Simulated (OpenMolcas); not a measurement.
How methods differ on SiH2 (SMILES [H][Si][H])

SiH2: 3 atoms, total charge 0, spin state singlet. As SMILES, `[H][Si][H]`. The shape is that of a GFN2-xTB optimisation.

```
atom    x (Å)    y (Å)    z (Å)
  Si   0.0052  -0.0082  -0.6557
   H   1.1102  -0.0200   0.3374
   H  -1.1155   0.0282   0.3183
```

Each level gives the energy change with the Si1–H3 bond stretched from 1.485 to 2.970 Å (eV). The values are calculated.

```tsv
level	kind	program	value (eV)	less FCI/6-31G*
HF/6-31G* (spherical functions) (restricted)	Hartree–Fock	OpenMolcas	3.91	+1.36
PBE/6-31G* (spherical functions) (restricted)	GGA	OpenMolcas	2.93	+0.38
r2SCAN/6-31G* (spherical functions) (restricted)	meta-GGA	OpenMolcas	3.16	+0.61
B3LYP/6-31G* (spherical functions) (restricted)	global hybrid	OpenMolcas	3.16	+0.61
M06-2X/6-31G* (spherical functions) (restricted)	hybrid meta-GGA	OpenMolcas	3.47	+0.92
B2PLYP/6-31G* (spherical functions) (restricted)	double hybrid	OpenMolcas	3.24	+0.69
CASPT2(2,2)/6-31G* (spherical functions)	multireference	OpenMolcas	3.44	+0.89
CASSCF(2,2)/6-31G* (spherical functions)	multireference	OpenMolcas	3.90	+1.35
CCSD(T)/6-31G* (spherical functions) (restricted)	coupled cluster or CI	OpenMolcas	2.54	-0.01
FCI/6-31G* (spherical functions)	exact in the basis	OpenMolcas	2.55	0.00
```

FCI/6-31G* (spherical functions) is exact within its basis and frozen core, so for wave-function methods in that basis the difference is their error; functionals converge differently with the basis, so for them it is only a difference. Spin-restricted single references rise too steeply as a bond breaks, Hartree–Fock most of all. Perturbation and coupled-cluster corrections on them can overshoot downwards. The first shape isn't each level's own minimum. The values span 2.54 to 3.91 eV.
